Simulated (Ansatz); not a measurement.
1T (CdI2-type) PdTe2 was calculated with BLYP in Ansatz (plane waves, PAW).

Run with plane-wave cutoff 520 eV, 18×18×12 k mesh (along the axes of the cell as run), Fermi–Dirac smearing 0.05 eV, scalar-relativistic PAW data made under PBE.

Energies at three volumes about the minimum:

```
V (Å³/atom)  E − E_lowest (meV/atom)
-----------  -----------------------
27.756                          0.88
28.322                          0.00
28.888                          0.66
```

**Question.** Fit a parabola by hand: where is the minimum, and what is the bulk modulus?

**Answer.** Slopes: (0.00 − 0.88)/(28.322 − 27.756) = -1.555 and (0.66 − 0.00)/(28.888 − 28.322) = 1.166 meV/Å³. Curvature E″ = 2 × (1.166 − (-1.555))/(28.888 − 27.756) = 4.807 meV/Å⁶. From the middle of the first interval, the slope vanishes at V0 = 28.0390 − (-1.555)/4.807 = 28.362 Å³/atom. B = V0 E″ = 28.362 × 4.807 meV/Å³ × 0.1602 GPa per meV/Å³ = 21.8 GPa. The full Birch–Murnaghan fit to all volumes gives V0 = 28.326 Å³/atom and B0 = 21.3 GPa.

Shape and atoms are relaxed at each volume.

Note: for a layered or molecular solid the relaxed cell lies over 5 % above the published volume, where the minimum can be shallow; the cell comes from a level without a dispersion term, which matters for the spacing of layers, chains or molecules; the volume lies 17 % above that of the published cell; the bulk modulus comes from volumes at which shape and atoms were relaxed.

Ansatz is a quantum-chemistry and plane-wave program.
